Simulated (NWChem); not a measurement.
**One shape, several levels: NSF3 (thiazyl trifluoride)**

Wanted: a comparison of 4 runs (HF/cc-pVDZ, HF/def2-SVPD, PBE0/def2-SVP, B3LYP/6-31G*) of NSF3 (thiazyl trifluoride). 

Program for the calculation: NWChem 7.3.0.

## Step 1: The system as given

The species is NSF3 (5 atoms), meant as a singlet with charge 0. As SMILES, `N#S(F)(F)F`. The coordinates come from a PBE0-D4/def2-TZVP relaxation.

Bond lengths: N1–S2 1.409 Å, S2–F3 1.555 Å, S2–F4 1.555 Å, S2–F5 1.555 Å. Angles: N1–S2–F3 122.6°, N1–S2–F4 122.6°, N1–S2–F5 122.6°, F3–S2–F4 93.7°, F3–S2–F5 93.7°, F4–S2–F5 93.7°.

## Step 2: Energy and forces at HF/cc-pVDZ (run 1)

The input, job.nw:

```
start job
memory total 2200 mb

geometry units angstroms noautosym nocenter noautoz
  N       -0.349630      -0.004150       1.591380
  S       -0.047340      -0.000560       0.215490
  F        1.023370      -0.939300      -0.408980
  F       -1.108620      -0.317610      -0.875740
  F        0.482210       1.261610      -0.522150
end

basis spherical bse
  * library cc-pVDZ
end

scf
  singlet
  rhf
  thresh 1e-08
  maxiter 80
end

task scf gradient
```

On the command line:

```console
$ nwchem job.nw > job.out
```

The program printed:

```text
[...]
  functions       =    74
[...]
  wavefunction    = RHF
[...]
         Total SCF energy =   -750.093552485360
      One-electron energy =  -1603.109274392159
      Two-electron energy =    568.788972420089
 Nuclear repulsion energy =    284.226749486710
        Time for solution =     32.4s
[...]
                         RHF ENERGY GRADIENTS
    atom               coordinates                        gradient
                 x          y          z           x          y          z
   1 N      -0.660705  -0.007842   3.007272   -0.004545  -0.000055   0.020677
   2 S      -0.089460  -0.001058   0.407217    0.009218   0.000112  -0.041946
   3 F       1.933889  -1.775020  -0.772860   -0.005199   0.003828   0.006299
   4 F      -2.094988  -0.600196  -1.654909    0.003512   0.001286   0.008208
   5 F       0.911245   2.384097  -0.986720   -0.002988  -0.005170   0.006761
[...]
```

It took 43 s on 1 thread of AMD EPYC 7B13 (Zen 3), shared host; peak memory 0.1 GiB.

## Step 3: Energy and forces at HF/def2-SVPD (run 2)

The input, f3ns.nw:

```
start f3ns
memory 2200 mb
charge 0

geometry units angstrom noautosym nocenter noautoz
 N     -0.349630    -0.004150     1.591380
 S     -0.047340    -0.000560     0.215490
 F      1.023370    -0.939300    -0.408980
 F     -1.108620    -0.317610    -0.875740
 F      0.482210     1.261610    -0.522150
end

basis spherical bse
 * library def2-SVPD
end

scf
 thresh 1e-08
 maxiter 80
 print medium
end

task scf gradient
```

On the command line:

```console
$ nwchem f3ns.nw > f3ns.out
```

The program printed:

```text
[...]
  functions       =   116
[...]
  wavefunction    = RHF
[...]
         Total SCF energy =   -749.704492959707
      One-electron energy =  -1602.117975151268
      Two-electron energy =    568.186732704851
 Nuclear repulsion energy =    284.226749486710
        Time for solution =     22.8s
[...]
                         RHF ENERGY GRADIENTS
    atom               coordinates                        gradient
                 x          y          z           x          y          z
   1 N      -0.660705  -0.007842   3.007272   -0.007983  -0.000096   0.036326
   2 S      -0.089460  -0.001058   0.407217    0.007251   0.000088  -0.032991
   3 F       1.933889  -1.775020  -0.772860    0.004907  -0.004920  -0.000100
   4 F      -2.094988  -0.600196  -1.654909   -0.006251  -0.001667  -0.002542
   5 F       0.911245   2.384097  -0.986720    0.002075   0.006594  -0.000693
[...]
```

It took 30 s on 1 thread of AMD EPYC 7B13 (Zen 3), shared host; peak memory 0.1 GiB.

Run 3 isn't shown in full; the table further down has it.

## Step 4: Energy and gradient at B3LYP/6-31G(d) (Cartesian functions) (run 4)

The input, struct.nw:

```
start struct
memory stack 880 mb heap 220 mb global 1100 mb

geometry units angstroms noautosym nocenter noautoz
 N       -0.349630      -0.004150       1.591380
 S       -0.047340      -0.000560       0.215490
 F        1.023370      -0.939300      -0.408980
 F       -1.108620      -0.317610      -0.875740
 F        0.482210       1.261610      -0.522150
end

basis cartesian
 * library 6-31G*
end

dft
 xc b3lyp
 grid xfine
 convergence energy 1e-08
 maxiter 100
 mulliken
end

task dft gradient
```

On the command line:

```console
$ nwchem struct.nw > struct.out
```

The program printed:

```text
[...]
          Wavefunction type:  closed shell.
          No. of atoms     :     5
          No. of electrons :    50
[...]
          Charge           :     0
          Spin multiplicity:     1
[...]
          AO basis - number of functions:    79
[...]
              XC Information
              --------------
                         B3LYP Method XC Potential
                     Hartree-Fock (Exact) Exchange  0.200
                        Slater Exchange Functional  0.800 local
                    Becke 1988 Exchange Functional  0.720 non-local
              Lee-Yang-Parr Correlation Functional  0.810
                  VWN I RPA Correlation Functional  0.190 local
[...]
 d= 0,ls=0.0,diis     1   -752.0599411712 -1.04D+03  4.22D-02  2.27D+00     2.1
[...]
 d= 0,ls=0.0,diis    11   -752.3009082265 -1.02D-10  1.74D-07  3.63D-10    18.1
         Total DFT energy =     -752.300908226539
      One electron energy =    -1604.524733830251
           Coulomb energy =      632.066931977818
    Exchange-Corr. energy =      -64.069855860816
 Nuclear repulsion energy =      284.226749486710
[...]
      Total Density - Mulliken Population Analysis
     ---------------------------------------------
    Atom       Charge   Shell Charges
 -----------   ------   -------------------------------------------------------
    1 N    7     7.43   1.99  0.88  2.24  1.00  1.32 -0.00
    2 S   16    14.83   2.00  1.99  5.97  1.33  2.52 -0.01  0.52  0.51
    3 F    9     9.25   1.99  0.97  3.30  0.92  1.99  0.08
    4 F    9     9.25   1.99  0.97  3.30  0.92  1.99  0.08
    5 F    9     9.25   1.99  0.97  3.30  0.92  1.99  0.08
[...]
  wavefunction    = closed shell
                         DFT ENERGY GRADIENTS
    atom               coordinates                        gradient
                 x          y          z           x          y          z
   1 N      -0.660705  -0.007842   3.007272    0.007836   0.000092  -0.035674
   2 S      -0.089460  -0.001058   0.407217    0.004308   0.000053  -0.019601
   3 F       1.933889  -1.775020  -0.772860   -0.023147   0.020121   0.014281
   4 F      -2.094988  -0.600196  -1.654909    0.022551   0.006794   0.024287
   5 F       0.911245   2.384097  -0.986720   -0.011548  -0.027059   0.016707
[...]
```

It took 23 s on 1 thread of AMD EPYC 7B13 (Zen 3), shared host; peak memory 0.13 GiB.

## Step 5: The series

| run | level | iteration cap | module | energy (Eh) | dipole moment (D) | HOMO energy (eV) | LUMO energy (eV) | wall time |
| --- | --- | --- | --- | --- | --- | --- | --- | --- |
| 1 | HF/cc-pVDZ | 80 | scf | -750.093552 | 1.89 | -13.02 | 3.99 | 43 s |
| 2 | HF/def2-SVPD | 80 | scf | -749.704493 | 2.16 | -13.29 | 1.65 | 30 s |
| 3 | PBE0/def2-SVP | 100 | dft | -751.424580 | 1.86 | -9.61 | -0.81 | 16 s |
| 4 | B3LYP/6-31G* (Cartesian functions) | 100 | dft | -752.300908 | 2.05 | -9.13 | -1.16 | 23 s |

## Step 6: Outcome

| quantity | value |
| --- | --- |
| run 4: total energy | -752.30091 Eh |
| run 4: dipole moment | 2.05 D |
| run 4: HOMO energy | -9.13 eV |
| run 4: LUMO energy | -1.16 eV |
| run 4: HOMO–LUMO gap | 7.97 eV |
| run 4: largest force on an atom | 1.878 eV/Å |

What this shows: The dipole moment (its size) runs from 1.86 D (PBE0/def2-SVP) to 2.16 D (HF/def2-SVPD). The two ends differ in method and basis. The HOMO–LUMO gap runs from 7.97 eV (B3LYP/6-31G*) to 17.01 eV (HF/cc-pVDZ). Totals of different functionals can't be ranked against each other. All runs together took 1.9 min, the longest 43 s.
